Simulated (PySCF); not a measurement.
**Ionising Si2**

PBE; Si def2-SVPD; no relativity (PySCF 2.14). Neutral (UKS): triplet (π ↑↑), Re = 2.297 Å, ωe = 484 cm⁻¹, De = 3.56 eV, HOMO -4.88 eV, LUMO -4.45 eV.

Si₂⁻ (UKS): doublet (π ↑), Re = 2.198 Å, ωe = 546 cm⁻¹. The energies at the minima are -578.38086 hartree for Si2 and -578.44742 for Si₂⁻.

Task: Work out the adiabatic electron affinity, without and with harmonic zero-point energies (1 hartree = 27.2114 eV, 1 eV = 8065.5 cm⁻¹), and the change of the bond length.

Result: At PBE: 0.06656 hartree = 1.811 eV between the minima; the zero-point term (484.0 − 546.0)/2 cm⁻¹ = -0.004 eV makes it 1.807 eV. Re changes by -9.9 pm against the neutral. The electron enters a π orbital, and the shorter bond of the ion fits a bonding orbital, or a change in how ionic the bond is.

The highest Kohn–Sham level is positive in this anion. Much of that is self-interaction error, but it also means that the finite basis helps to hold the extra electron. States were picked by a PBE0 search and need not be the measured ground states.
